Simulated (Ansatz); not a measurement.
# GePt2 (P-62m)

The calculation used DFT PBEsol, scalar-relativistic, plane waves, PAW (Ansatz 0.2.0).

Plane waves to 420 eV, a k mesh through Γ of 6×6×10 on the computed 9-atom cell and Gaussian smearing (0.10 eV); no spin polarisation.

The structure is relaxed at this level of theory with its symmetry kept. Whether it is the stable form of this composition wasn't checked.

```yaml
crystal:
  lattice:
    - [6.76073, 0.00000, 0.00000]
    - [-3.38036, 5.85496, 0.00000]
    - [0.00000, 0.00000, 3.45868]
  atoms:
    - { symbol: Ge, position: [0.66667, 0.33333, 0.00000] }
    - { symbol: Ge, position: [0.33333, 0.66667, 0.00000] }
    - { symbol: Ge, position: [0.00000, 0.00000, 0.50000] }
    - { symbol: Pt, position: [0.62294, 0.00000, 0.50000] }
    - { symbol: Pt, position: [0.37706, 0.37706, 0.50000] }
    - { symbol: Pt, position: [0.00000, 0.62294, 0.50000] }
    - { symbol: Pt, position: [0.00000, 0.28491, 0.00000] }
    - { symbol: Pt, position: [0.71509, 0.71509, 0.00000] }
    - { symbol: Pt, position: [0.28491, 0.00000, 0.00000] }
```

- Space group: P-62m (No. 189)
- Volume per atom: 15.21 Å³
- Formation energy from the elements' standard states (uncorrected): -0.377 eV/atom
- Kohn–Sham band gap: none (metal)
- Density of states at the Fermi level: 1.83 states/eV per cell
- Löwdin character within 0.5 eV of the Fermi level: Pt 5d 54 %, Ge 4p 28 %, Ge 4s 8 %, unprojected 5 %
- Bulk modulus: 200 GPa
- Its pressure derivative: 5.9
- Bader charges (e): Ge (2 in the cell) 0.77, Ge (1 in the cell) 0.73, Pt (3 in the cell) -0.33, Pt (3 in the cell) -0.43

Spin-orbit coupling is left out, which matters for the bands of heavy elements.